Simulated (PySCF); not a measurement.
## Choosing a basis for TDDFT

Species: C5H10S.
Atom-mapped SMILES: `[CH3:1][S:2][C@@H:3]1[CH2:4][C@@H:5]1[CH3:6]` (hydrogens: H7, H8, H9 on C1; H10 on C3; H11, H12 on C4; H13 on C5; H14, H15, H16 on C6)

Geometry (PBE0-D3(BJ)/def2-SVP, Å), atoms numbered from 1 in this order:
```
atom  x, y, z in Å
C1     2.4130    0.2887    0.6016
S2     1.4845    0.1032   -0.9368
C3     0.1626   -0.9516   -0.3771
C4    -1.1593   -0.8406   -1.0813
C5    -1.0484   -0.4117    0.3509
C6    -1.1769    1.0375    0.7331
H7     2.7843   -0.6813    0.9646
H8     3.2749    0.9343    0.3819
H9     1.8013    0.7649    1.3815
H10    0.4876   -1.9608   -0.0998
H11   -1.6889   -1.7633   -1.3314
H12   -1.2551   -0.0475   -1.8296
H13   -1.4647   -1.1140    1.0823
H14   -2.2318    1.3531    0.7311
H15   -0.7753    1.2217    1.7421
H16   -0.6243    1.6745    0.0267
```

TDDFT with PBE0 (PySCF), vertical singlets, core orbitals frozen in the response, spherical d and f functions. Isolated species at its PBE0-D3(BJ)/def2-SVP geometry (one conformer only).

How do the low singlets change with the basis? Take 6-31G*, 6-31+G*, def2-SVP, def2-SVPD, aug-cc-pVDZ and def2-TZVP.

| basis | functions | diffuse | S1 (eV) | S2 (eV) | S3 (eV) | S4 (eV) | S5 (eV) | LUMO (eV) | α (au) |
| --- | --- | --- | --- | --- | --- | --- | --- | --- | --- |
| 6-31G* | 108 | no | 5.80 | 7.43 | 7.71 | 8.08 | 8.20 | 1.48 | 67.1 |
| 6-31+G* | 132 | yes | 5.25 | 5.68 | 6.14 | 6.20 | 6.39 | 0.25 | 75.4 |
| def2-SVP | 138 | no | 5.94 | 6.77 | 7.33 | 7.63 | 7.95 | 1.42 | 68.3 |
| def2-SVPD | 207 | yes | 5.39 | 5.97 | 6.29 | 6.60 | 6.69 | 0.52 | 80.4 |
| aug-cc-pVDZ | 232 | yes | 5.11 | 5.42 | 5.75 | 5.87 | 6.11 | -0.11 | 82.0 |
| def2-TZVP | 252 | no | 5.48 | 6.35 | 6.98 | 7.05 | 7.30 | 0.87 | 77.9 |

States are compared by their number. Against the largest diffuse basis here (aug-cc-pVDZ, itself not a converged limit), sets without diffuse functions differ by up to 0.82 eV in S1 and 2.09 eV in S5; the smaller diffuse sets differ by up to 0.28 and 0.58 eV. State by state, the largest deviation of a set without diffuse functions is S1 0.82, S2 2.01, S3 1.97, S4 2.21, S5 2.09 eV. The same number needn't mean the same state in each row. Against aug-cc-pVDZ the polarisability deviates by -18% in 6-31G*, -8% in 6-31+G*, -17% in def2-SVP, -2% in def2-SVPD, -5% in def2-TZVP. A single + in a Pople set puts diffuse functions on heavy atoms only.
